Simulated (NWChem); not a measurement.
**triplet BOF at 3 levels**

We compute a comparison of 3 runs (UHF/STO-3G, UB3LYP/6-31G*) of triplet BOF. 

The calculation is run with NWChem 7.3.0.

37 further runs of the same task are left out: 1 that didn't finish, 36 set aside as unsound or not needed.

## (1) Starting point

BOF has 3 atoms, charge 0, and is taken as a triplet. SMILES of the parent species: `O=BF`. The shape is that of a PBE0-D4/def2-TZVP optimisation. That shape belongs to the parent species and isn't relaxed for this state.

Bond lengths: O1–B2 1.206 Å, B2–F3 1.282 Å. Angles: O1–B2–F3 180.0°.

## (2) The energy at UHF/STO-3G (run 1)

mymol.nw

```
start mymol
memory 2200 mb

geometry units angstrom noautosym nocenter noautoz
O      0.983100    -0.565100     0.479900
B      0.020300    -0.011600     0.009900
F     -1.003400     0.576800    -0.489800
end

basis spherical bse
* library STO-3G
end

scf
triplet
uhf
thresh 1e-08
maxiter 80
noprint "final vectors analysis"
end

task scf energy
```

Command:

```
nwchem mymol.nw > mymol.out
```

What it wrote:

```text
[...]
  functions       =    15
[...]
  wavefunction    = UHF
[...]
         Total SCF energy =   -196.076699851884
      One electron energy =   -375.759495510137
      Two electron energy =    128.243841802692
 Nuclear repulsion energy =     51.438953855561
                       Sz =      1.0000
                 Sz(Sz+1) =      2.0000
                      S^2 =      2.0085
[...]
```

It took 1.2 s on 1 thread of AMD EPYC 9R14 (Zen 4), shared host; peak memory 0.098 GiB.

## (3) The energy at UB3LYP/6-31G(d) (spherical functions) (run 2)

bfo.nw

```
start bfo
title "BFO B3LYP"
memory 2200 mb
charge 0

geometry units angstrom noautosym nocenter noautoz
   O     0.983100   -0.565100    0.479900
   B     0.020300   -0.011600    0.009900
   F    -1.003400    0.576800   -0.489800
end

basis spherical bse
   * library 6-31G*
end

dft
   xc b3lyp
   mult 3
   grid xfine
   convergence energy 1e-08
   iterations 100
   mulliken
end

task dft energy
```

Command:

```
nwchem bfo.nw > bfo.out
```

What it wrote:

```text
[...]
          Wavefunction type:  spin polarized.
          No. of atoms     :     3
          No. of electrons :    22
[...]
          Charge           :     0
          Spin multiplicity:     3
[...]
          AO basis - number of functions:    42
[...]
              XC Information
              --------------
                         B3LYP Method XC Potential
                     Hartree-Fock (Exact) Exchange  0.200
                        Slater Exchange Functional  0.800 local
                    Becke 1988 Exchange Functional  0.720 non-local
              Lee-Yang-Parr Correlation Functional  0.810
                  VWN I RPA Correlation Functional  0.190 local
[...]
 d= 0,ls=0.0,diis     1   -199.6378986590 -2.51D+02  1.18D-02  1.15D-01     0.5
[...]
 d= 0,ls=0.0,diis    11   -199.6948438338 -5.89D-10  6.36D-07  9.16D-11     4.8
[...]
         Total DFT energy =     -199.694843833759
      One electron energy =     -376.582814351301
           Coulomb energy =      148.570149959187
    Exchange-Corr. energy =      -23.121133297206
 Nuclear repulsion energy =       51.438953855561
[...]
      Total Density - Mulliken Population Analysis
     ---------------------------------------------
    Atom       Charge   Shell Charges
 -----------   ------   -------------------------------------------------------
    1 O    8     7.85   2.00  0.98  2.78  0.75  1.33  0.02
    2 B    5     5.11   2.00  0.53  1.19  1.08  0.17  0.15
    3 F    9     9.03   2.00  0.96  3.30  0.89  1.87  0.01
[...]
      <S2> =      2.0018 (Exact =     2.0000)
[...]
```

It took 5.4 s on 1 thread of AMD EPYC 9R14 (Zen 4), shared host; peak memory 0.12 GiB.

## (4) A single-point energy at UB3LYP/6-31G(d) (Cartesian functions) (run 3)

bfo.nw

```
START bfo
TITLE "BFO"
memory stack 880 mb heap 220 mb global 1100 mb
GEOMETRY units angstroms noautosym nocenter noautoz
  O     0.983100   -0.565100    0.479900
  B     0.020300   -0.011600    0.009900
  F    -1.003400    0.576800   -0.489800
END
BASIS
  * library 6-31G*
END
DFT
  xc b3lyp
  mult 3
  grid xfine
  convergence energy 1e-08
  iterations 100
  mulliken
END
TASK dft
```

Command:

```
nwchem bfo.nw > bfo.out
```

What it wrote:

```text
[...]
          Wavefunction type:  spin polarized.
          No. of atoms     :     3
          No. of electrons :    22
[...]
          Charge           :     0
          Spin multiplicity:     3
[...]
          AO basis - number of functions:    45
[...]
              XC Information
              --------------
                         B3LYP Method XC Potential
                     Hartree-Fock (Exact) Exchange  0.200
                        Slater Exchange Functional  0.800 local
                    Becke 1988 Exchange Functional  0.720 non-local
              Lee-Yang-Parr Correlation Functional  0.810
                  VWN I RPA Correlation Functional  0.190 local
[...]
 d= 0,ls=0.0,diis     1   -199.6405272183 -2.51D+02  1.15D-02  1.29D-01     0.6
[...]
 d= 0,ls=0.0,diis    11   -199.6985718034 -1.04D-09  6.06D-07  2.97D-10     5.4
[...]
         Total DFT energy =     -199.698571803402
      One electron energy =     -376.557285533423
           Coulomb energy =      148.519819633668
    Exchange-Corr. energy =      -23.100059759207
 Nuclear repulsion energy =       51.438953855561
[...]
      Total Density - Mulliken Population Analysis
     ---------------------------------------------
    Atom       Charge   Shell Charges
 -----------   ------   -------------------------------------------------------
    1 O    8     7.85   1.99  0.98  2.79  0.75  1.32  0.02
    2 B    5     5.17   1.99  0.53  1.20  1.11  0.20  0.14
    3 F    9     8.98   1.99  0.99  3.30  0.75  1.86  0.09
[...]
      <S2> =      2.0018 (Exact =     2.0000)
[...]
```

Run time: 6 s. Hardware: 1 thread of AMD EPYC 9R14 (Zen 4), shared host; peak memory 0.12 GiB.

## (5) Overview of the runs

```tsv
run	level	iteration cap	module	energy (Eh)	dipole moment (D)	⟨S²⟩	wall time
1	UHF/STO-3G	80	scf	-196.076700	0.04	2.009	1.2 s
2	UB3LYP/6-31G* (spherical functions)	100	dft	-199.694844	0.30	2.002	5.4 s
3	UB3LYP/6-31G* (Cartesian functions)	100	dft	-199.698572	0.30	2.002	6 s
```

## (6) Summary of results

| quantity | value |
| --- | --- |
| run 3: total energy | -199.69857 Eh |
| run 3: dipole moment | 0.30 D |
| run 3: HOMO energy (highest over α and β) | -2.05 eV |
| run 3: ⟨S²⟩ | 2.002 |

The dipole moment (its size) runs from 0.04 D (UHF/STO-3G) to 0.30 D (UB3LYP/6-31G*). The two ends differ in method and basis. In run 1 the basis is minimal, so the values are rough. All runs together took 13 s, the longest 6 s.
